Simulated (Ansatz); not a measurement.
Task: harmonic frequencies at the relaxed geometry of C2H2OS2, SMILES O=CSC=S, with the Ansatz DFT code, driven from Python. Give the script and its output. Settings (for the species named): B3LYP, def2-SVP basis, multiplicity 1, D3BJ dispersion.

| atom | x (Å) | y (Å) | z (Å) |
| --- | --- | --- | --- |
| O | -1.4166 | -0.9305 | 0.3543 |
| C | -0.6127 | -0.5476 | 1.1475 |
| S | 0.7973 | 0.3571 | 0.7065 |
| C | 0.6445 | 0.4940 | -1.0169 |
| S | 1.6028 | 1.3831 | -1.9944 |
| H | -0.6997 | -0.7755 | 2.2174 |
| H | -0.2542 | -0.0486 | -1.4600 |

`freq_c2h2os2.py`:
```python
"""Vibrations of C2H2OS2."""

import ansatz as az
import numpy as np


def main() -> None:
    mol = (
        az.Crystal.molecule()
        .atom("O", (-1.4166, -0.9305, 0.3543))
        .atom("C", (-0.6127, -0.5476, 1.1475))
        .atom("S", (0.7973, 0.3571, 0.7065))
        .atom("C", (0.6445, 0.494, -1.0169))
        .atom("S", (1.6028, 1.3831, -1.9944))
        .atom("H", (-0.6997, -0.7755, 2.2174))
        .atom("H", (-0.2542, -0.0486, -1.46))
    )

    calculation = mol.calculation().basis(gaussian="def2-SVP").functional("B3LYP", dispersion="d3bj")
    symbols = [site.symbol for site in mol.cartesian_sites]
    start = np.array([site.position_ang for site in mol.cartesian_sites], dtype=float)
    rep = calculation.relax(force_tolerance=0.003, max_steps=100).run(threads=1, backend="cpu").report
    end = np.array(rep["positions_ang"])

    print("bond        before    after (A)")
    for i, j in [(0, 1), (1, 2), (1, 5), (2, 3), (3, 4), (3, 6)]:
        d0, d1 = (np.linalg.norm(xyz[i] - xyz[j]) for xyz in (start, end))
        print(f"{symbols[i]}{i}-{symbols[j]}{j}".ljust(10), f"{d0:8.4f} {d1:8.4f}")

    # frequencies need a stationary point, so they are taken at the relaxed geometry
    minimum = az.Crystal.molecule()
    for symbol, xyz in zip(symbols, end):
        minimum = minimum.atom(symbol, xyz.tolist())
    vibrating = minimum.calculation()
    vibrating = vibrating.basis(gaussian="def2-SVP")
    vibrating = vibrating.functional("B3LYP", dispersion="d3bj").phonons(temperatures=(200, 600, 100))
    vib = vibrating.run(threads=1, backend="cpu").report["vibrations"]
    sums = vib["harmonic_sums"]
    modes = [m["omega_inv_cm"] for m in sums["modes_at_gamma"] if m["rigid_motion"] == "no"]
    print("frequencies (1/cm):", " ".join(f"{w:.0f}" for w in modes))
    print("imaginary modes:", sum(w < 0 for w in modes), " zero-point energy:", round(sums["zero_point_energy_ev"], 4), "eV")
    print("T (K)   F_vib (eV)   S_vib (meV/K)   C_vib (meV/K)")
    for row in zip(sums["temperatures_k"], sums["vibrational_free_energy_ev"], vib["entropy_ev_per_k"], vib["heat_capacity_ev_per_k"]):
        print(f"{row[0]:6.1f} {row[1]:11.4f} {1000 * row[2]:13.4f} {1000 * row[3]:15.4f}")


if __name__ == "__main__":
    main()
```

```console
$ python freq_c2h2os2.py
bond        before    after (A)
O0-C1        1.1925   1.1967
C1-S2        1.7324   1.8086
C1-H5        1.0974   1.1148
S2-C3        1.7356   1.7590
C3-S4        1.6323   1.6194
C3-H6        1.1395   1.1016
frequencies (1/cm): 141 159 216 309 513 693 761 839 925 1092 1288 1357 1819 2967 3109
imaginary modes: 0  zero-point energy: 1.0035 eV
T (K)   F_vib (eV)   S_vib (meV/K)   C_vib (meV/K)
 200.0      0.9824        0.2761          0.3575
 300.0      0.9460        0.4504          0.5101
 400.0      0.8926        0.6156          0.6402
 500.0      0.8232        0.7701          0.7437
 600.0      0.7390        0.9132          0.8252
```

Notes:
- The frequencies are harmonic and unscaled, in a modest basis. The result belongs to the one conformer reached from this start, and soft torsions count as harmonic oscillators.
- b3lyp holds the VWN-RPA fit, as in Gaussian; the form of ORCA and Turbomole is b3lyp5.
- It ran for 110 s on 1 thread of Intel(R) Xeon(R) 6975P-C (Granite Rapids), with other jobs on the host, peak memory 0.27 GiB.

(A comment or docstring line of the script was reworded after the run, the code is as it ran; lines on the test bed's own set-up are left out of the output.)
